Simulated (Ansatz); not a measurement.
System: SrHfN₂ (R-3m, No. 166; cell taken from a computed entry). Method: r²SCAN in Ansatz (plane waves, PAW).

Run with plane-wave cutoff 560 eV, 12×12×12 k mesh, Fermi–Dirac smearing 0.01 eV, scalar-relativistic PAW data made under PBE.

Cell (relaxed with PBEsol):

HfSrN2 has the trigonal space group R-3m, hexagonal axes (No. 166), Pearson symbol hR4. Cell: a = 3.3196 Å, b = 3.3196 Å, c = 17.5826 Å, α = 90.00°, β = 90.00°, γ = 120.00°. Sr on 3a sees 6 N at 2.603 Å (octahedral). Hf on 3b is coordinated by 6 N at 2.245 Å (octahedral). N on 6c is coordinated by 3 Hf at 2.245 Å and 3 Sr at 2.603 Å (octahedral). (Neighbours: up to the widest gap in distance over summed covalent radii, below 1.35, at either atom; cation-cation and far metal-metal contacts left out.)
(The calculation used a cell of 4 atoms; values per cell refer to that cell.)

Question: Predict the band gap, smallest direct gap on the k points sampled and direct gap at Γ.

Answer: 
- band gap: 0.60 eV
- smallest direct gap on the k points sampled: 1.19 eV
- direct gap at Γ: 2.87 eV

Note: cell and atoms aren't relaxed at this level (pressure 3.5 GPa).

Spin–orbit coupling is not included.

Static lattice: no zero-point or thermal effects.

The result took about 70 core-seconds (a rough figure).

Ansatz is a first-principles code.
